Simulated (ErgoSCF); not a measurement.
# SiClF (SMILES F[Si]Cl): B3LYP/STO-6G, part 2 of 2

ErgoSCF 3.8. Earlier steps stand in the parts before.

## 3. The distorted shape at the same level

Input file run.inp:

```
# ClFSi, B3LYP-G
set_nthreads(1)
scf.output_mulliken_pop = 1
scf.convergence_threshold = 1e-06
basis = "STO-6G"
XC.type = "Turbo"
charge = 0
spin_polarization = 0
tmpdir = "."
scf.max_number_of_iterations = 100
molecule_inline Angstrom
F      0.638765    -1.176717     0.213953
Si    -0.648009    -0.325273    -0.395612
Cl    -0.007996     1.525956     0.143308
EOF
run "B3LYP-G"
```

The run is started by

```
$ ergo < run.inp
```

Log:

```text
INMA ERGO version 3.8
INMA  output_mulliken_pop := 1
INMA  convergence_threshold := 1e-06
INMA  basis := STO-6G
INMA Basis really set to STO-6G
INMA  type := Turbo
INMA  charge := 0
INMA  spin_polarization := 0
INMA  max_number_of_iterations := 100
INMA F (charge=9.0) 1.207091 -2.223673 0.404313
INMA Si (charge=14.0) -1.224560 -0.614677 -0.747598
INMA Cl (charge=17.0) -0.015110 2.883639 0.270813
INMA running B3LYP-G
INDF      This is a DFT calculation of type: B3LYP-G
INDF Weighted mixed functional:
INDF               HF exchange:    0.20000
INDF                     VWN3I:    0.19000
INDF                       LYP:    0.81000
INDF                     Becke:    0.72000
INDF                    Slater:    0.80000
INMA Running B3LYP-G
INSC SCF_general constructor, number of basis functions: 23
INSC Min internuclear distance:      3.13507 a.u.  =      1.65901 Angstrom
INSC Max internuclear distance:      5.25321 a.u.  =      2.77988 Angstrom
INSC Euclidean norm of overlap matrix =          1.73651125658  (acc 1.49e-08)
INSC Euclidean norm of invCholFactor after truncation =          1.68054415433
INSC Beginning of SCF cycle 1
INDF Grid for charge 9: 34 radial points, 5924 total, r=14.826495
INDF Grid for charge 14: 39 radial points, 9630 total, r=20.489939
INDF Grid for charge 17: 39 radial points, 9486 total, r=17.074950
INDF Generating Turbo grid Radint = 5e-09 AngInt: [ 6 29 ]
INDF Grid pruned from 25040 to 24679 grid points.
INDF Electrons:  40.0000171   4e-07: xc energy -42.452128 (serial)
INSC nuclearEnergy, energy_2el, energy = 131.310321, 419.429325, -819.878226
INSC Energy   1 =       -819.87822616581
INSC maxabs FDS-SDF is     50.3
INDE PURIFICATION CONVERGED after 24 iterations
INDE E(LUMO) - E(HOMO) >=          0.22326708568 =          6.07540693350 eV
INDE E(LUMO) - E(HOMO) <=          0.29744154249 =          8.09379673691 eV
INSC Beginning of SCF cycle 2
INDF Electrons:  40.0000231   6e-07: xc energy -48.882793 (serial)
INSC nuclearEnergy, energy_2el, energy = 131.310321, 464.333443, -845.934063
INSC Energy   2 =       -845.93406299132
INSC maxabs FDS-SDF is      0.3
INSC using DIIS to get combined Fock matrix, number of iters used for DIIS:  2
INDE PURIFICATION CONVERGED after 30 iterations
INDE E(LUMO) - E(HOMO) >=          0.05796237513 =          1.57723658503 eV
INDE E(LUMO) - E(HOMO) <=          0.07321279743 =          1.99222171852 eV
INSC Beginning of SCF cycle 3
INDF Electrons:  40.0000234   6e-07: xc energy -47.896310 (serial)
INSC nuclearEnergy, energy_2el, energy = 131.310321, 457.940758, -845.154014
INSC Energy   3 =       -845.15401425531  ( diff      0.780048736010713 )
INSC maxabs FDS-SDF is    0.665
INSC restarting DIIS because energy did not improve.
INSC mixing best Fock matrix so far with next one, stepLength =   0.400000
INDE PURIFICATION CONVERGED after 25 iterations
INDE E(LUMO) - E(HOMO) >=          0.21513565716 =          5.85413949028 eV
INDE E(LUMO) - E(HOMO) <=          0.25788481562 =          7.01740335826 eV
INSC Beginning of SCF cycle 4
INDF Electrons:  40.0000232   6e-07: xc energy -48.618997 (serial)
INSC nuclearEnergy, energy_2el, energy = 131.310321, 461.814250, -846.265729
INSC Energy   4 =       -846.26572940891  ( diff     -0.331666417582937 )
INSC maxabs FDS-SDF is    0.177
INSC mixing best Fock matrix so far with next one, stepLength =   0.400000
INSC increased steplength by factor 1.1, stepLength =   0.440000
INDE PURIFICATION CONVERGED after 25 iterations
INDE E(LUMO) - E(HOMO) >=          0.20600766885 =          5.60575427346 eV
INDE E(LUMO) - E(HOMO) <=          0.25413061922 =          6.91524646950 eV
INSC Beginning of SCF cycle 5
INDF Electrons:  40.0000232   6e-07: xc energy -48.508925 (serial)
INSC nuclearEnergy, energy_2el, energy = 131.310321, 460.770231, -846.362272
INSC Energy   5 =       -846.36227182667  ( diff     -0.096542417764113 )
INSC maxabs FDS-SDF is    0.107
INSC mixing best Fock matrix so far with next one, stepLength =   0.440000
INSC increased steplength by factor 1.1, stepLength =   0.484000
INDE PURIFICATION CONVERGED after 25 iterations
INDE E(LUMO) - E(HOMO) >=          0.20118665324 =          5.47456775510 eV
INDE E(LUMO) - E(HOMO) <=          0.25627926291 =          6.97371404331 eV
INSC Beginning of SCF cycle 6
INDF Electrons:  40.0000232   6e-07: xc energy -48.469416 (serial)
INSC nuclearEnergy, energy_2el, energy = 131.310321, 460.242497, -846.398573
INSC Energy   6 =       -846.39857333992  ( diff     -0.036301513246826 )
INSC maxabs FDS-SDF is   0.0607
INSC mixing best Fock matrix so far with next one, stepLength =   0.484000
INSC increased steplength by factor 1.1, stepLength =   0.532400
INDE PURIFICATION CONVERGED after 25 iterations
INDE E(LUMO) - E(HOMO) >=          0.19887551506 =          5.41167848111 eV
INDE E(LUMO) - E(HOMO) <=          0.25406480094 =          6.91345546290 eV
INSC Beginning of SCF cycle 7
INDF Electrons:  40.0000232   6e-07: xc energy -48.439211 (serial)
INSC nuclearEnergy, energy_2el, energy = 131.310321, 459.954386, -846.404818
INSC Energy   7 =       -846.40481768439  ( diff     -0.006244344468769 )
INSC maxabs FDS-SDF is   0.0317
INSC mixing best Fock matrix so far with next one, stepLength =   0.532400
INSC increased steplength by factor 1.1, stepLength =   0.585640
INDE PURIFICATION CONVERGED after 25 iterations
INDE E(LUMO) - E(HOMO) >=          0.20091684671 =          5.46722594517 eV
INDE E(LUMO) - E(HOMO) <=          0.25503703083 =          6.93991118621 eV
INSC Beginning of SCF cycle 8
INDF Electrons:  40.0000232   6e-07: xc energy -48.429073 (serial)
INSC nuclearEnergy, energy_2el, energy = 131.310321, 459.857368, -846.405580
INSC Energy   8 =       -846.40558011674  ( diff     -0.000762432358101 )
INSC maxabs FDS-SDF is   0.0139
INSC using DIIS to get combined Fock matrix, number of iters used for DIIS:  1
INDE PURIFICATION CONVERGED after 26 iterations
INDE E(LUMO) - E(HOMO) >=          0.20341721532 =          5.53526444169 eV
INDE E(LUMO) - E(HOMO) <=          0.25617668458 =          6.97092274451 eV
INSC Beginning of SCF cycle 9
INDF Electrons:  40.0000232   6e-07: xc energy -48.419640 (serial)
INSC nuclearEnergy, energy_2el, energy = 131.310321, 459.784298, -846.405741
INSC Energy   9 =       -846.40574051643  ( diff     -0.000160399688752 )
INSC maxabs FDS-SDF is  0.00107
INSC using DIIS to get combined Fock matrix, number of iters used for DIIS:  2
INDE PURIFICATION CONVERGED after 26 iterations
INDE E(LUMO) - E(HOMO) >=          0.20379139466 =          5.54544638029 eV
INDE E(LUMO) - E(HOMO) <=          0.22237174664 =          6.05104351688 eV
INSC Beginning of SCF cycle 10
INDF Electrons:  40.0000232   6e-07: xc energy -48.422237 (serial)
INSC nuclearEnergy, energy_2el, energy = 131.310321, 459.795790, -846.405737
INSC Energy  10 =       -846.40573714471  ( diff      0.000003371724233 )
INSC maxabs FDS-SDF is  0.00146
INSC restarting DIIS because energy did not improve.
INSC mixing best Fock matrix so far with next one, stepLength =   0.585640
INDE PURIFICATION CONVERGED after 26 iterations
INDE E(LUMO) - E(HOMO) >=          0.20365937662 =          5.54185398621 eV
INDE E(LUMO) - E(HOMO) <=          0.22217102081 =          6.04558148891 eV
INSC Beginning of SCF cycle 11
INDF Electrons:  40.0000232   6e-07: xc energy -48.421275 (serial)
INSC nuclearEnergy, energy_2el, energy = 131.310321, 459.791529, -846.405743
INSC Energy  11 =       -846.40574273187  ( diff     -0.000002215437007 )
INSC maxabs FDS-SDF is 0.000562
INSC mixing best Fock matrix so far with next one, stepLength =   0.585640
INSC increased steplength by factor 1.1, stepLength =   0.644204
INDE PURIFICATION CONVERGED after 26 iterations
INDE E(LUMO) - E(HOMO) >=          0.20359722497 =          5.54016275382 eV
INDE E(LUMO) - E(HOMO) <=          0.22201988077 =          6.04146875880 eV
INSC Beginning of SCF cycle 12
INDF Electrons:  40.0000232   6e-07: xc energy -48.420485 (serial)
INSC nuclearEnergy, energy_2el, energy = 131.310321, 459.789427, -846.405743
INSC Energy  12 =       -846.40574345693  ( diff     -0.000000725056680 )
INSC maxabs FDS-SDF is 0.000433
INSC mixing best Fock matrix so far with next one, stepLength =   0.644204
INSC increased steplength by factor 1.1, stepLength =   0.708624
INDE PURIFICATION CONVERGED after 26 iterations
INDE E(LUMO) - E(HOMO) >=          0.20369288411 =          5.54276577144 eV
INDE E(LUMO) - E(HOMO) <=          0.22217551800 =          6.04570386353 eV
INSC Beginning of SCF cycle 13
INDF Electrons:  40.0000232   6e-07: xc energy -48.421237 (serial)
INSC nuclearEnergy, energy_2el, energy = 131.310321, 459.792288, -846.405744
INSC Energy  13 =       -846.40574361608  ( diff     -0.000000159152250 )
INSC maxabs FDS-SDF is 0.000359
INSC mixing best Fock matrix so far with next one, stepLength =   0.708624
INSC increased steplength by factor 1.1, stepLength =   0.779487
INDE PURIFICATION CONVERGED after 26 iterations
INDE E(LUMO) - E(HOMO) >=          0.20362539092 =          5.54092918843 eV
INDE E(LUMO) - E(HOMO) <=          0.22204646558 =          6.04219216846 eV
INSC Beginning of SCF cycle 14
INDF Electrons:  40.0000232   6e-07: xc energy -48.420586 (serial)
INSC nuclearEnergy, energy_2el, energy = 131.310321, 459.790101, -846.405744
INSC Energy  14 =       -846.40574357200  ( diff      0.000000044073659 )
INSC maxabs FDS-SDF is 0.000383
INSC restarting DIIS because energy did not improve.
INSC changing stepLength from   0.779487 to   0.389743
INSC mixing best Fock matrix so far with next one, stepLength =   0.389743
INDE PURIFICATION CONVERGED after 26 iterations
INDE E(LUMO) - E(HOMO) >=          0.20365604167 =          5.54176323762 eV
INDE E(LUMO) - E(HOMO) <=          0.22210470941 =          6.04377706356 eV
INSC Beginning of SCF cycle 15
INDF Electrons:  40.0000232   6e-07: xc energy -48.420879 (serial)
INSC nuclearEnergy, energy_2el, energy = 131.310321, 459.791086, -846.405744
INSC Energy  15 =       -846.40574403340  ( diff     -0.000000417323918 )
INSC maxabs FDS-SDF is 4.86e-05
INSC mixing best Fock matrix so far with next one, stepLength =   0.389743
INSC increased steplength by factor 1.1, stepLength =   0.428718
INDE PURIFICATION CONVERGED after 26 iterations
INDE E(LUMO) - E(HOMO) >=          0.20366362622 =          5.54196962392 eV
INDE E(LUMO) - E(HOMO) <=          0.22211603202 =          6.04408516764 eV
INSC Beginning of SCF cycle 16
INDF Electrons:  40.0000232   6e-07: xc energy -48.420932 (serial)
INSC nuclearEnergy, energy_2el, energy = 131.310321, 459.791293, -846.405744
INSC Energy  16 =       -846.40574404071  ( diff     -0.000000007307108 )
INSC maxabs FDS-SDF is 1.65e-05
INSC mixing best Fock matrix so far with next one, stepLength =   0.428718
INSC increased steplength by factor 1.1, stepLength =   0.471590
INDE PURIFICATION CONVERGED after 26 iterations
INDE E(LUMO) - E(HOMO) >=          0.20366447080 =          5.54199260599 eV
INDE E(LUMO) - E(HOMO) <=          0.22211591693 =          6.04408203582 eV
INSC Beginning of SCF cycle 17
INDF Electrons:  40.0000232   6e-07: xc energy -48.420928 (serial)
INSC nuclearEnergy, energy_2el, energy = 131.310321, 459.791297, -846.405744
INSC Energy  17 =       -846.40574404100  ( diff     -0.000000000291266 )
INSC maxabs FDS-SDF is 8.34e-06
INSC mixing best Fock matrix so far with next one, stepLength =   0.471590
INSC increased steplength by factor 1.1, stepLength =   0.518748
INDE PURIFICATION CONVERGED after 26 iterations
INDE E(LUMO) - E(HOMO) >=          0.20366567259 =          5.54202530827 eV
INDE E(LUMO) - E(HOMO) <=          0.22211705085 =          6.04411289152 eV
INSC Beginning of SCF cycle 18
INDF Electrons:  40.0000232   6e-07: xc energy -48.420932 (serial)
INSC nuclearEnergy, energy_2el, energy = 131.310321, 459.791319, -846.405744
INSC Energy  18 =       -846.40574404107  ( diff     -0.000000000068667 )
INSC maxabs FDS-SDF is 4.25e-06
INSC mixing best Fock matrix so far with next one, stepLength =   0.518748
INSC increased steplength by factor 1.1, stepLength =   0.570623
INDE PURIFICATION CONVERGED after 26 iterations
INDE E(LUMO) - E(HOMO) >=          0.20366618424 =          5.54203923104 eV
INDE E(LUMO) - E(HOMO) <=          0.22211736350 =          6.04412139901 eV
INSC Beginning of SCF cycle 19
INDF Electrons:  40.0000232   6e-07: xc energy -48.420932 (serial)
INSC nuclearEnergy, energy_2el, energy = 131.310321, 459.791324, -846.405744
INSC Energy  19 =       -846.40574404109  ( diff     -0.000000000019782 )
INSC maxabs FDS-SDF is 1.82e-06
INSC using DIIS to get combined Fock matrix, number of iters used for DIIS:  1
INDE PURIFICATION CONVERGED after 26 iterations
INDE E(LUMO) - E(HOMO) >=          0.20366681983 =          5.54205652647 eV
INDE E(LUMO) - E(HOMO) <=          0.22211793674 =          6.04413699766 eV
INSC Beginning of SCF cycle 20
INDF Electrons:  40.0000232   6e-07: xc energy -48.420934 (serial)
INSC nuclearEnergy, energy_2el, energy = 131.310321, 459.791334, -846.405744
INSC Energy  20 =       -846.40574404109  ( diff     -0.000000000004320 )
INSC maxabs FDS-SDF is 6.06e-07
RESC CONVERGED after  20 iterations.
RESC FINAL ENERGY:       -846.40574404109
TISC Main SCF loop took     17.07 usr cpu s       0.18 sys cpu s      17.36 wall s
INSC SCF: dipole_moment_x [atomic units] =      -0.33799588
INSC SCF: dipole_moment_y [atomic units] =      -0.85203838
INSC SCF: dipole_moment_z [atomic units] =      -0.27158969
INSC Sum of Mulliken charges (electrons):      40.0000000
INSC Mulliken charge of atom 0 =      -0.2052311
INSC Mulliken charge of atom 1 =       0.5863585
INSC Mulliken charge of atom 2 =      -0.3811274
INSC Sum of Mulliken atomic charges:       0.0000000
```

Run time: 18 s. Hardware: 1 thread of Intel Xeon at 2.50GHz (Skylake/Cascade Lake), shared host; peak memory 0.27 GiB.

## 4. Results

What follows sums up all 2 parts.

At B3LYP/STO-6G:

| quantity | value |
| --- | --- |
| first shape: total energy | -846.40715 Eh |
| first shape: dipole moment | 2.50 D |
| distorted shape: total energy | -846.40574 Eh |
| distorted shape: dipole moment | 2.43 D |
| energy change with the atoms displaced | 0.038 eV |

What this shows: With the atoms displaced the energy rises by 0.04 eV (0.9 kcal/mol). The first shape isn't relaxed at this level, so the change isn't measured from a minimum. The minimal basis adds a large error of its own. Mulliken charges (first shape) run from -0.39 on Cl3 to +0.59 on Si2. Mulliken charges (distorted shape) run from -0.38 on Cl3 to +0.59 on Si2.
